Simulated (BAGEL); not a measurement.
**PH (SMILES [PH]) at MRCI(6,5)/cc-pVTZ (density fitting with cc-pvqz-jkfit)**

What is the energy change on altering one bond length of PH at MRCI(6,5)/cc-pVTZ (density fitting with cc-pvqz-jkfit)? 

Program for the calculation: BAGEL 1.2.2.

2 further runs of the same task are left out: 2 set aside as unsound or not needed.

## Step 1: The system as given

The species is PH (2 atoms), meant as a triplet with charge 0. As SMILES, `[PH]`. The shape is that of a PBE0-D4/def2-TZVP optimisation.

Bond lengths: P1–H2 1.428 Å.

## Step 2: A single-point energy at MRCI(6,5)/cc-pVTZ (density fitting with cc-pvqz-jkfit)

File input.json:

```json
{ "bagel": [

{
  "title": "molecule",
  "basis": "cc-pvtz.json",
  "df_basis": "cc-pvqz-jkfit",
  "angstrom": true,
  "geometry": [
    { "atom": "P", "xyz": [    0.000000,    0.000000,   -0.014610 ] },
    { "atom": "H", "xyz": [    0.000000,    0.000000,    1.413680 ] }
  ]
},
{
  "title": "hf"
},
{
  "title": "casscf",
  "nstate": 1,
  "nact": 5,
  "nclosed": 5,
  "charge": 0,
  "nspin": 2,
  "maxiter": 200,
  "natocc": true
},
{
  "title": "print",
  "file": "orbitals.molden",
  "orbitals": true
},
{
  "title": "smith",
  "method": "mrci",
  "ncore": 5
}

]}
```

The basis set cc-pVTZ is read from a file made from the Basis Set Exchange's data (not shown).

Started as:

```bash
BAGEL_NUM_THREADS=1 BAGEL input.json > input.out
```

What it wrote:

```text
* using 1 threads per process

  ===============================================================
  ===============================================================

  *** Geometry ***

  { "atom" : "P", "xyz" : [      0.000000,      0.000000,     -0.027609 ] },
  { "atom" : "H", "xyz" : [      0.000000,      0.000000,      2.671468 ] },

  Number of auxiliary basis functions:      199

  Since a DF basis is specified, we compute 2- and 3-index integrals:
    o Being stored without compression. Storage requirement is 0.004 GB

  Number of basis functions:       48
  Number of electrons      :       16

    * METHOD: MOLECULE                             0.02

  *** RHF ***

  === Nuclear Repulsion ===
     5.5574555308

      * DIIS with orbital gradients will be used.

  === RHF iteration (cc-pvtz.json) ===
      0       -341.21203165          0.00724459           0.00
      1       -341.22222171          0.00233097           0.00
      2       -341.22333488          0.00036275           0.00
      3       -341.22336663          0.00009716           0.00
      4       -341.22336913          0.00001935           0.00
      5       -341.22336925          0.00000302           0.00
      6       -341.22336925          0.00000086           0.00
      7       -341.22336925          0.00000017           0.00
      8       -341.22336925          0.00000002           0.00
      9       -341.22336925          0.00000000           0.00
    * SCF iteration converged.

    * Permanent dipole moment:
           (    0.000000,     0.000000,    -0.220748) a.u.

    * METHOD: HF                                   0.05

  ---------------------------
      CASSCF calculation
  ---------------------------

    * nstate   :      1
    * nclosed  :      5
    * nact     :      5
    * nvirt    :     38
  === CASSCF iteration (cc-pvtz.json) ===

    * Using the second-order algorithm

      0  0      -341.27960500     1.13e-02      0.00

      1  0      -341.30637328     1.66e-03      0.02

      2  0      -341.31089875     3.04e-04      0.02

      3  0      -341.31090866     4.10e-05      0.02

      4  0      -341.31090897     1.02e-05      0.02

[... 91 lines of this table left out ...]

     51  0      -341.31090942     1.10e-08      0.02

     52  0      -341.31090942     9.57e-09      0.02

    * Second-order optimization converged. *

     guess   0:   closed 11...                open ..11.

  === FCI iteration ===

      0  0      -341.28989005     2.07e-02      0.00
      1  0      -341.31065824     2.24e-03      0.00
      2  0      -341.31089974     3.69e-04      0.00
      3  0      -341.31090926     5.69e-05      0.00
      4  0      -341.31090941     9.04e-06      0.00
      5  0      -341.31090942     1.12e-06      0.00
      6  0      -341.31090942     4.30e-08      0.00
      7  0      -341.31090942     2.14e-09      0.00
      8  0 *    -341.31090942     2.13e-15      0.00

     * ci vector, state   0, <S^2> = 2.0000
       22aa.     0.9892456915
       2.aa2    -0.1080552447

    * METHOD: CASSCF                               1.04

    * METHOD: PRINT                                0.00

  === SMITH program ===

    * freezing 5 orbitals
    * XMS rotation is only appropriate for CASPT2, and will not be used with mrci

    * Approximate memory requirement for SMITH calulation per MPI process:
      o Storage requirement for T-amplitude, lambda, and residual is 0.00 GB
      o Storage requirement for MO integrals is 0.00 GB
    * Calculating and saving rdm4

    * Zeroth order energy : state  0       -2.7138548853

      ---- iteration ----

        0   0  -341.42293493     0.01091197      0.29
        1   0  -341.42575109     0.00226576      0.17
        2   0  -341.42586454     0.00053135      0.17
        3   0  -341.42587182     0.00013963      0.17
        4   0  -341.42587228     0.00003215      0.17
        5   0  -341.42587231     0.00000841      0.17
        6   0  -341.42587231     0.00000203      0.17
        7   0  -341.42587231     0.00000064      0.17

      -------------------

        0   0  -341.43325400     0.00000000      0.00

    * METHOD: SMITH                                1.54

  ===============================================================
```

Run time: 2.8 s. Hardware: 1 thread of Arm Neoverse V2, shared host.

## Step 3: The distorted shape at the same level

File input.json:

```json
{ "bagel" : [

{
  "title" : "molecule",
  "basis" : "cc-pvtz.json",
  "df_basis" : "cc-pvqz-jkfit",
  "angstrom" : "true",
  "geometry" : [
    { "atom" : "P", "xyz" : [    0.000000,    0.000000,   -0.228820 ] },
    { "atom" : "H", "xyz" : [    0.000000,    0.000000,    1.413680 ] }
  ]
},
{ "title" : "hf" },
{ "title" : "casscf", "nstate" : 1, "nact" : 5, "nclosed" : 5, "nspin" : 2, "maxiter" : 200, "natocc" : "true" },
{ "title" : "print", "file" : "orbitals.molden", "orbitals" : "true" },
{ "title" : "smith", "method" : "mrci", "ncore" : 5 }

]}
```

The basis set cc-pVTZ is read from a file made from the Basis Set Exchange's data (not shown).

Started as:

```bash
BAGEL_NUM_THREADS=1 BAGEL input.json > input.out
```

What it wrote:

```text
* using 1 threads per process

  ===============================================================
  ===============================================================

  *** Geometry ***

  { "atom" : "P", "xyz" : [      0.000000,      0.000000,     -0.432407 ] },
  { "atom" : "H", "xyz" : [      0.000000,      0.000000,      2.671468 ] },

  Number of auxiliary basis functions:      199

  Since a DF basis is specified, we compute 2- and 3-index integrals:
    o Being stored without compression. Storage requirement is 0.004 GB

  Number of basis functions:       48
  Number of electrons      :       16

    * METHOD: MOLECULE                             0.02

  *** RHF ***

  === Nuclear Repulsion ===
     4.8326685906

      * DIIS with orbital gradients will be used.

  === RHF iteration (cc-pvtz.json) ===
      0       -341.19795245          0.00629194           0.00
      1       -341.20699392          0.00207980           0.00
      2       -341.20800696          0.00029036           0.00
      3       -341.20802731          0.00007226           0.00
      4       -341.20802875          0.00001785           0.00
      5       -341.20802887          0.00000262           0.00
      6       -341.20802887          0.00000055           0.00
      7       -341.20802887          0.00000010           0.00
      8       -341.20802887          0.00000002           0.00
      9       -341.20802887          0.00000000           0.00
    * SCF iteration converged.

    * Permanent dipole moment:
           (    0.000000,    -0.000000,    -0.087272) a.u.

    * METHOD: HF                                   0.05

  ---------------------------
      CASSCF calculation
  ---------------------------

    * nstate   :      1
    * nclosed  :      5
    * nact     :      5
    * nvirt    :     38
  === CASSCF iteration (cc-pvtz.json) ===

    * Using the second-order algorithm

      0  0      -341.26869152     1.13e-02      0.00

      1  0      -341.29926656     1.71e-03      0.02

      2  0      -341.30073524     1.59e-04      0.02

      3  0      -341.30076701     7.71e-05      0.02

      4  0      -341.30077599     4.10e-05      0.02

      5  0      -341.30077846     2.16e-05      0.02

      6  0      -341.30077912     1.13e-05      0.02

      7  0      -341.30077929     5.82e-06      0.02

      8  0      -341.30077934     2.99e-06      0.02

      9  0      -341.30077935     1.53e-06      0.02

     10  0      -341.30077936     7.86e-07      0.02

     11  0      -341.30077936     4.02e-07      0.02

     12  0      -341.30077936     2.06e-07      0.02

     13  0      -341.30077936     1.05e-07      0.02

     14  0      -341.30077936     5.37e-08      0.02

     15  0      -341.30077936     2.75e-08      0.02

     16  0      -341.30077936     1.40e-08      0.02

     17  0      -341.30077936     7.18e-09      0.02

    * Second-order optimization converged. *

     guess   0:   closed 11...                open ..11.

  === FCI iteration ===

      0  0      -341.27480805     2.14e-02      0.00
      1  0      -341.30043317     2.45e-03      0.00
      2  0      -341.30074857     6.45e-04      0.00
      3  0      -341.30077882     1.06e-04      0.00
      4  0      -341.30077934     1.33e-05      0.00
      5  0      -341.30077936     3.62e-06      0.00
      6  0      -341.30077936     7.32e-07      0.00
      7  0      -341.30077936     6.22e-08      0.00
      8  0 *    -341.30077936     2.67e-15      0.00

     * ci vector, state   0, <S^2> = 2.0000
       22aa.    -0.9842640355
       2.aa2     0.1495455724

    * METHOD: CASSCF                               0.35

    * METHOD: PRINT                                0.00

  === SMITH program ===

    * freezing 5 orbitals
    * XMS rotation is only appropriate for CASPT2, and will not be used with mrci

    * Approximate memory requirement for SMITH calulation per MPI process:
      o Storage requirement for T-amplitude, lambda, and residual is 0.00 GB
      o Storage requirement for MO integrals is 0.00 GB
    * Calculating and saving rdm4

    * Zeroth order energy : state  0       -2.6059971255

      ---- iteration ----

        0   0  -341.41091655     0.01032833      0.29
        1   0  -341.41374510     0.00233722      0.17
        2   0  -341.41387744     0.00063340      0.16
        3   0  -341.41388833     0.00016051      0.17
        4   0  -341.41388901     0.00003848      0.16
        5   0  -341.41388905     0.00001013      0.17
        6   0  -341.41388905     0.00000252      0.17
        7   0  -341.41388905     0.00000062      0.17

      -------------------

        0   0  -341.42137871     0.00000000      0.00

    * METHOD: SMITH                                1.54

  ===============================================================
```

Run time: 2.1 s. Hardware: 1 thread of Arm Neoverse V2, shared host.

## Step 4: Summary of results

Level: MRCI(6,5)/cc-pVTZ (density fitting with cc-pvqz-jkfit), 5 core orbitals frozen.

| quantity | value |
| --- | --- |
| first shape: total energy | -341.42587 Eh |
| distorted shape: total energy | -341.41389 Eh |
| energy change with the P1–H2 bond stretched from 1.428 to 1.643 Å | 0.326 eV |

With the P1–H2 bond stretched from 1.428 to 1.643 Å the energy rises by 0.33 eV (7.5 kcal/mol). The first shape isn't relaxed at this level, so the change isn't measured from a minimum. With the Davidson correction the energy (first shape) is -341.43325 Eh. With the Davidson correction the energy (distorted shape) is -341.42138 Eh.
